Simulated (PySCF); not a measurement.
Consider hydroxylamine, `NO` (H3NO). Numbering: `[NH2:1][OH:2]`

These are calculated values, ωB97X-D3(BJ)/def2-TZVP in PySCF (grid level 2) at geometries from PBE0-D3(BJ)/def2-SVP. Thermal corrections: PBE0-D3(BJ)/def2-SVP frequencies, unscaled, ideal gas at 298.15 K and 1 bar, quasi-RRHO entropy.

Q: Rank these bonds by dissociation enthalpy, weakest first.
A. O2–H
B. N1–O2
C. N1–H

A: B (264 kJ/mol), A (299 kJ/mol), C (340 kJ/mol).

Q: For O2–H, what are ΔE (electronic) and ΔG(298 K) of the homolysis?

A: ΔE = 330 and ΔG = 261 kJ/mol, beside ΔH = 299 kJ/mol. The radicals are `N[O]` and H•.

---

Consider methylamine, `CN` (CH5N). Non-hydrogen atoms are numbered in `[CH3:1][NH2:2]`.

These are calculated values, ωB97X-D3(BJ)/def2-TZVP in PySCF (grid level 2) at geometries from PBE0-D3(BJ)/def2-SVP. ωB97X-D3(BJ) is ωB97X-V with D3(BJ) in place of VV10. Zero-point and thermal terms (298.15 K, 1 bar) come from unscaled PBE0-D3(BJ)/def2-SVP harmonic frequencies, with soft modes damped to free rotors in the entropy.

Problem. Rank these bonds by dissociation enthalpy, weakest first.
A. C1–N2
B. C1–H
C. N2–H

Solution. A (354 kJ/mol), B (380 kJ/mol), C (404 kJ/mol).

Problem. For C1–N2, what are ΔE (electronic) and ΔG(298 K) of the homolysis?

Solution. ΔE = 386 and ΔG = 310 kJ/mol, beside ΔH = 354 kJ/mol. The radicals are CH3• and NH2•.

---

Consider disulfane, `SS` (H2S2). Optimised structure (Å), atoms numbered from 1:
```
S    -0.9075    0.4603    0.4913
S     0.9065    0.4851   -0.5114
H    -1.5297   -0.4858   -0.2536
H     1.5512   -0.4497    0.2287
```

Computed at M06-2X/def2-TZVP // PBE0-D3(BJ)/def2-SVP with PySCF (density fitting, grid level 3). Zero-point and thermal terms (298.15 K, 1 bar) come from unscaled PBE0-D3(BJ)/def2-SVP harmonic frequencies, with soft modes damped to free rotors in the entropy.

Rank these bonds by dissociation enthalpy, weakest first.
A. S1–H
B. S1–S2

B (272 kJ/mol), A (303 kJ/mol).

For S1–H, what are ΔE (electronic) and ΔG(298 K) of the homolysis?

ΔE = 321 and ΔG = 268 kJ/mol, beside ΔH = 303 kJ/mol. The radicals are `[S]S` and H•.
